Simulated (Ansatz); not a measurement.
C3H7FO2 can be A, `OCC(O)CF`, or B, `CC(F)OCO`.

Computed with Ansatz on PBE0-D4/def2-TZVP structures; ΔE is electronic, products minus reactants. CCSD(T)/CBS adds triple-zeta CCSD(T) − MP2 to the extrapolated MP2 energy (def2 sets, frozen cores). Functionals use def2-TZVPP. B3LYP here is the variant with VWN-RPA as its local correlation; programs differ in this. One conformer a species, not always the lowest.

A:

```xyz
13

O     1.485   -0.763   -1.259
C     0.971    0.159   -0.313
C    -0.510   -0.134   -0.192
O    -0.719   -1.474    0.174
C    -1.191    0.761    0.809
F    -0.536    0.754    2.026
H     2.438   -0.813   -1.162
H     1.443    0.027    0.666
H     1.124    1.195   -0.645
H    -0.980    0.075   -1.168
H    -0.103   -1.996   -0.354
H    -2.214    0.414    0.974
H    -1.208    1.793    0.443
```

B:

```xyz
13

C    -0.107    1.364   -1.393
C    -0.497    0.232   -0.492
F    -1.256   -0.683   -1.213
O     0.644   -0.397   -0.032
C     0.424   -1.304    1.023
O     0.128   -0.667    2.224
H     0.448    2.114   -0.829
H     0.523    0.987   -2.200
H    -0.999    1.826   -1.818
H    -1.130    0.548    0.345
H    -0.426   -1.954    0.802
H     1.342   -1.894    1.080
H     0.904   -0.172    2.504
```

(1) Which isomer does CCSD(T)/CBS put lower? Give the gap. (Estimate.)

(2) Give E(B) − E(A) in kcal/mol with PBE-D4, B3LYP-D4, HF/def2-TZVPP, MP2/def2-TZVPP, r2SCAN-D4, B2PLYP, PBE0-D4. (Estimate.)

Largest T1 diagnostic: 0.011.

Answers

(1) Computed: B, by 7.1 kcal/mol.

(2) Ansatz gave: PBE-D4 -8.5, B3LYP-D4 -8.6, HF/def2-TZVPP -9.7, MP2/def2-TZVPP -7.4, r2SCAN-D4 -9.3, B2PLYP -8.7, PBE0-D4 -8.0. None reverses the order clearly.

In def2-TZVPP, CCSD(T) changes the Hartree–Fock value by +1.9 kcal/mol (the triples alone add −0.2 kcal/mol) and MP2 by +2.4 kcal/mol.
